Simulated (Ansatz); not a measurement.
Relaxation of AlH2NaS (5 atoms, charge 0, multiplicity 1), to a largest force component of 0.02 eV/Å in at most 40 steps.

Theory: Ansatz 0.2.0, RKS r2SCANh-D4/def2-SVP.

```xyz
5
Properties=species:S:1:pos:R:3:forces:R:3
Na -1.297 -1.262 2.912 -0.03 0.03 -0.02
S 0.076 -0.704 0.975 0.02 -0.15 0.20
Al 0.317 0.383 -0.821 -0.04 -0.24 0.37
H -0.127 -0.170 -2.196 -0.27 -0.31 -0.61
H 1.032 1.754 -0.870 0.31 0.66 0.06
```

Question: Where does it end, and by what steps?

Answer: It converged. The force dipped under the threshold on the way, but the program's further checks kept it going. After 23 steps the energy has fallen by 0.334 eV; Na1 moved furthest, 1.81 Å. Joined: Na1–Al3, Na1–H4.

```tsv
step	energy less start (eV)	largest force component (eV/Å)	accepted
0	0.0000	0.663	yes
1	-0.0405	0.145	yes
2	-0.0496	0.082	yes
3	-0.0557	0.298	yes
4	-0.0736	0.261	yes
5	-0.0847	0.160	yes
6	-0.0914	0.019	yes
7	-0.0916	0.007	yes
8	-0.0917	0.005	yes
9	-0.0920	0.016	yes
10	-0.0926	0.031	yes
11	-0.0943	0.053	yes
12	-0.0981	0.085	yes
13	-0.1054	0.108	yes
14	-0.1178	0.138	yes
15	-0.1362	0.153	yes
16	-0.1731	0.170	yes
17	-0.2066	0.223	yes
18	-0.2173	0.314	yes
19	-0.2791	0.157	yes
20	-0.3174	0.155	yes
21	-0.3310	0.082	yes
22	-0.3337	0.043	yes
23	-0.3344	0.009	yes
```

```xyz
5
Properties=species:S:1:pos:R:3
Na -1.448 -1.344 1.113
S 0.823 -0.258 1.583
Al 0.417 0.414 -0.375
H -1.024 -0.147 -0.946
H 1.232 1.335 -1.376
```

Run time: 68 s on 1 thread of Intel(R) Xeon(R) Platinum 8488C (Sapphire Rapids), on a shared host, peak memory 0.17 GiB.
